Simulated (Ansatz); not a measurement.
Species: CH₃ (charge -1, singlet). Whether it binds its extra electron was not tested at this geometry. 
Geometry from a B3LYP-D3(BJ)/def2-TZVP (Ansatz, an electronic-structure program) optimisation:
```xyz
4

C      0.0884     0.0858     0.0881
H     -0.5958    -0.5885     0.6498
H      0.6481    -0.5918    -0.5944
H     -0.5826     0.6655    -0.5842
```
Charge -1, spin multiplicity 1.

Parts of the frozen-core correlation energy in 6-31G (Ansatz, hartree). Frozen orbitals: 1; correlated occupied orbitals by spin: 4 and 4; virtual: 10 and 10. Spin-orbit coupling is left out. No relativistic terms.

```
term                            value
-------------------------  ----------
reference (HF)              -39.44905
MP2 opposite-spin            -0.07866
MP2 same-spin              (withheld)
CCSD correlation           (withheld)
(T)                        (withheld)
FCI minus CCSD(T)            -0.00037
T1 diagnostic                   0.005
largest doubles amplitude       0.060
```

Task: What belongs in the gaps?

Result: 
- MP2 same-spin, value: -0.01690
- CCSD correlation, value: -0.11209
- (T), value: -0.00188
